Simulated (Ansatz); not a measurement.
Reaction (SMILES): CO (CH3-OH) + [H][H] (H2) → C (CH4) + O (H2O)
B3LYP-D3(BJ)/def2-TZVP geometries, fixed; electronic energies without zero-point terms.

The energy of full hydrogenation at MP2 with Ansatz (a quantum-chemistry and plane-wave program), in kcal/mol, split into its Hartree-Fock and correlation parts. Cores are frozen. No added dispersion term, no relativity. Functions are those of the species that has most.

| basis | X | functions | Hartree-Fock | MP2 |
|---|---|---|---|---|
| cc-pVDZ | 2 | 48 | -29.71 | -28.64 |
| cc-pVTZ | 3 | 116 | -30.17 | -30.24 |
| cc-pVQZ | 4 | 230 | -30.47 | -30.77 |
| cc-pV5Z | 5 | 402 | -30.63 | -30.97 |

Worked estimate of the basis-set limit from each neighbouring pair, with Hartree-Fock from the larger set and the correlation part extrapolated as X^-3.
Correlation parts: X = 2: 1.07, X = 3: -0.07, X = 4: -0.30, X = 5: -0.34.
- (2,3): (27·(-0.07) - 8·(1.07))/19 = -0.55; with Hartree-Fock -30.17 the estimate is -30.72 kcal/mol.
- (3,4): (64·(-0.30) - 27·(-0.07))/37 = -0.47; with Hartree-Fock -30.47 the estimate is -30.94 kcal/mol.
- (4,5): (125·(-0.34) - 64·(-0.30))/61 = -0.38; with Hartree-Fock -30.63 the estimate is -31.01 kcal/mol.
The last two estimates differ by 0.07 kcal/mol; the largest set lies 0.04 from the last. Over the last step Hartree-Fock moves by -0.16 and the correlation part by -0.04.
